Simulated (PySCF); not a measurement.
Compound: C4H4O2.
Bonds: C1–C2 (double), C2–C3, C3–O4 (double), C2–C5, C5–O6 (double). Hydrogens: H7, H8 on C1; H9 on C3; H10 on C5.

Method: MP2 and CCSD/aug-cc-pVDZ in PySCF, restricted Hartree–Fock reference, 6 core orbitals frozen, non-relativistic, gas phase, PBE0-D3(BJ)/def2-SVP geometry.

E(HF) = -303.52991 Eh.

**Question.** How large is the problem?

**Answer.** 174 basis functions and 44 electrons; 6 orbitals frozen, which leaves o = 16 correlated occupied and v = 152 virtual orbitals. That is o·v = 2432 singles and o·v(o·v + 1)/2 = 2958528 distinct closed-shell doubles amplitudes before symmetry; the costliest CCSD step grows as o²v⁴ = 1.4 × 10^11.

**Question.** What are the MP2 and CCSD correlation energies?

**Answer.** MP2 -0.9145 Eh and CCSD -0.9464 Eh, which gives totals of -304.44437 and -304.47628 Eh. That is 0.805 eV for each correlated electron at CCSD (2485 kJ/mol in all, 0.311 % of the total energy); MP2 gives 96.6 % of the CCSD value.

**Question.** What is the T1 diagnostic?

**Answer.** 0.0176, below the customary warning level of 0.02. It is the norm of the spatial-orbital singles amplitudes over the root of the number of correlated electrons, so the norm is 0.100.

**Question.** How does correlation change the dipole moment?

**Answer.** HF gives 3.76 D and CCSD (unrelaxed density) 2.94 D, a change of -0.82 D.

Connected triples and the basis-set limit are missing.

The job also held the EOM ionisation roots. Hardware: Arm Neoverse V1, one thread, shared host. Cost: 11 min wall.

Shape of the structure used: `[CH2:1]=[C:2]([CH:3]=[O:4])[CH:5]=[O:6]`: C1–C2–C3–O4 1°, C1–C2–C5–O6 180°.

One conformer stands for the species.
